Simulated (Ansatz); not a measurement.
**NH+ (doublet): the correlation ladder, def2-QZVPP**

The task here is to estimate one member of a computed series from the others.

Program: Ansatz 0.2.0, Gaussian basis. Level of theory: def2-QZVPP, core rule «outside noble gas», up to 1 orbitals frozen. These are calculated values, not measurements.

To be run: UHF; ROHF; CCSD(T) on UHF.

### The system

The geometry is a PBE0/def2-TZVP stationary point (not a proven minimum).

2 atoms, charge 1, spin multiplicity 2.

Atoms are counted from 1 here; the program's logs count them from 0.

Bond lengths: N1–H2 1.081 Å.

Coordinates:

```xyz
2
HN
N     0.0000    0.0000    0.0000
H     0.0000    0.0000    1.0810
```

The first run:

in.yaml reads:

```yaml
crystal:
  periodic: [false, false, false]
  atoms:
    - {symbol: N, position_ang: [0.000000, 0.000000, 0.000000]}
    - {symbol: H, position_ang: [0.000000, 0.000000, 1.081000]}
basis:
  gaussian: {orbitals: "def2-QZVPP.json"}
total_charge: 1
magnetization: {spin_polarized: true, initial_magnetization: 1}
hamiltonian: {xc: hf}
output: {orbitals: {seedname: orbitals}}
```

On the command line:

```bash
ansatz run in.yaml --threads 1 --pin off --events-out ev --progress --plain --max-ram 2393MiB
```

Steps of the session up to this table: UHF; ROHF; CCSD(T) on UHF.

One of the session's tables, all rows but one given; the rest of the session is left out.

It belongs to the step «Misses and costs». 

```
  method  from UCCSD(T) (kcal/mol)
    ROHF                         ?
     UHF                    +86.92
    UMP2                    +19.52
   UCCSD                     +2.26
UCCSD(T)                         0
```

**Question.** Estimate the row for ROHF.

**Answer.** from UCCSD(T) (kcal/mol): +95.61. In the column «from UCCSD(T) (kcal/mol)» it is the highest.
